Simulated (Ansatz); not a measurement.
# PH₄+ (triplet): the correlation ladder, def2-TZVPP

An exercise on one series of results from a longer session: the logs are not shown, and one member is left open.

The runs use Ansatz 0.2.0, Gaussian basis; def2-TZVPP, core rule «outside noble gas», up to 5 orbitals frozen.

To be run: UHF; ROHF; CCSD(T) on UHF.

2 further runs of the same task are left out: 2 set aside as unsound or not needed.

### What is computed

The geometry is a PBE0/def2-TZVP stationary point (not a proven minimum) of the parent state, kept for this charge and spin.

5 atoms, charge 1, spin multiplicity 3.

Atoms are counted from 1 here; the program's logs count them from 0.

Bond lengths: P1–H2 1.519 Å, P1–H3 1.410 Å, P1–H4 1.410 Å, P1–H5 1.519 Å. Angles: H2–P1–H3 92.8°, H2–P1–H4 92.8°, H2–P1–H5 171.2°, H3–P1–H4 99.8°, H3–P1–H5 92.8°, H4–P1–H5 92.8°.

Set-up of the first run:

Contents of in.yaml:

```yaml
crystal:
  periodic: [false, false, false]
  atoms:
    - {symbol: P, position_ang: [0.045627, 0.000000, 0.000000]}
    - {symbol: H, position_ang: [0.161577, 0.000000, -1.514668]}
    - {symbol: H, position_ang: [-0.862630, 1.078238, 0.000000]}
    - {symbol: H, position_ang: [-0.862630, -1.078238, 0.000000]}
    - {symbol: H, position_ang: [0.161577, 0.000000, 1.514668]}
basis:
  gaussian: {orbitals: def2-TZVPP}
total_charge: 1
magnetization: {spin_polarized: true, initial_magnetization: 2}
hamiltonian: {xc: hf}
output: {orbitals: {seedname: orbitals}}
```

On the command line:

```console
$ ansatz run in.yaml --threads 1 --pin off --events-out ev --progress --plain --max-ram 4096MiB --backend cpu
```

Among the steps run: UHF; ROHF; CCSD(T) on UHF.

One table of the session follows, with a row left open; its other results are not shown here.

| method | from UCCSD(T) (kJ/mol) |
| --- | --- |
| ROHF | +534.4 |
| UHF | ? |
| UMP2 | +105.1 |
| UCCSD | +17.0 |
| UCCSD(T) | 0 |

**Question.** Estimate the row for UHF.

**Answer.** from UCCSD(T) (kJ/mol): +500.3. In the column «from UCCSD(T) (kJ/mol)» it lies between UMP2 (+105.1) and ROHF (+534.4).
